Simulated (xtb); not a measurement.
CHN, SMILES [C-]#[NH+]. All values are semi-empirical tight-binding results from xtb (GFN2-xTB unless named), good for trends rather than for accurate numbers. Geometry: GFN2-xTB.

Computed properties:
| Property | Result |
|---|---|
| point group as xtb finds it | C∞v |
| orbital gap | 5.80 eV |
| dipole moment | 2.72 D |
| zero-point energy | 9.9 kcal/mol |
| G − E(el) at 298.15 K (modified RRHO) | -2.3 kcal/mol |
| static polarisability (D4 model) | 19.3 bohr³ |
| solvation energy, GFN2-xTB/ALPB(water) | -4.5 kcal/mol |
| solvation energy, GFN2-xTB/ALPB(methanol) | -4.1 kcal/mol |

Computed IR lines (harmonic; lines under 4 % of the strongest left out, lines within 3 cm⁻¹ merged):
ν (cm⁻¹): 595 (vs) (against the strongest line: vs over 80 %, s over 45 %, m over 15 %, w over 4 %, vw less)
